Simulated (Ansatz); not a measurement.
Relaxation of AlH6OP (9 atoms, charge 0, multiplicity 1), to a largest force component of 0.03 eV/Å in at most 50 steps.

All numbers below come from RKS B3LYP/def2-SVP (Ansatz).

```xyz
9
Properties=species:S:1:pos:R:3
Al -0.196 0.578 -0.266
H -0.247 0.058 2.442
H 1.191 -0.175 -0.376
O -1.640 -0.123 -0.851
H -1.746 -0.991 -1.253
P -0.463 2.738 0.454
H -1.567 2.458 1.314
H 0.528 2.647 1.477
H -0.310 0.704 2.125
```

Q: Where does it end, and by what steps?

A: The forces met the threshold. The force dipped under the threshold on the way, but the program's further checks kept it going. After 16 steps the energy has fallen by 0.187 eV; H9 moved furthest, 0.69 Å.

```json
{"step": "0", "energy less start (eV)": "0.0000", "largest force component (eV/Å)": "1.655", "accepted": "yes"}
{"step": "1", "energy less start (eV)": "-0.1392", "largest force component (eV/Å)": "0.117", "accepted": "yes"}
{"step": "2", "energy less start (eV)": "-0.1646", "largest force component (eV/Å)": "0.255", "accepted": "yes"}
{"step": "3", "energy less start (eV)": "-0.1492", "largest force component (eV/Å)": "0.762", "accepted": "no"}
{"step": "4", "energy less start (eV)": "-0.1754", "largest force component (eV/Å)": "0.134", "accepted": "yes"}
{"step": "5", "energy less start (eV)": "-0.1739", "largest force component (eV/Å)": "0.181", "accepted": "no"}
{"step": "6", "energy less start (eV)": "-0.1799", "largest force component (eV/Å)": "0.084", "accepted": "yes"}
{"step": "7", "energy less start (eV)": "-0.1824", "largest force component (eV/Å)": "0.073", "accepted": "yes"}
{"step": "8", "energy less start (eV)": "-0.1853", "largest force component (eV/Å)": "0.015", "accepted": "yes"}
{"step": "9", "energy less start (eV)": "-0.1846", "largest force component (eV/Å)": "0.354", "accepted": "no"}
{"step": "10", "energy less start (eV)": "-0.1862", "largest force component (eV/Å)": "0.054", "accepted": "yes"}
{"step": "11", "energy less start (eV)": "-0.1850", "largest force component (eV/Å)": "0.183", "accepted": "no"}
{"step": "12", "energy less start (eV)": "-0.1866", "largest force component (eV/Å)": "0.017", "accepted": "yes"}
{"step": "13", "energy less start (eV)": "-0.1868", "largest force component (eV/Å)": "0.055", "accepted": "yes"}
{"step": "14", "energy less start (eV)": "-0.1868", "largest force component (eV/Å)": "0.084", "accepted": "no"}
{"step": "15", "energy less start (eV)": "-0.1869", "largest force component (eV/Å)": "0.031", "accepted": "yes"}
{"step": "16", "energy less start (eV)": "-0.1871", "largest force component (eV/Å)": "0.022", "accepted": "yes"}
```

```xyz
9
Properties=species:S:1:pos:R:3
Al -0.219 0.684 -0.285
H -0.082 -0.488 2.499
H 1.160 -0.098 -0.305
O -1.654 -0.074 -0.819
H -1.740 -0.974 -1.147
P -0.422 2.959 0.203
H -1.599 2.780 0.995
H 0.475 2.894 1.316
H -0.368 0.210 2.609
```

Whether the end is a true minimum wasn't checked by a vibrational analysis.

Run time: 24 s on 1 thread of Intel(R) Xeon(R) 6975P-C (Granite Rapids), with other jobs on the host, peak memory 0.17 GiB.
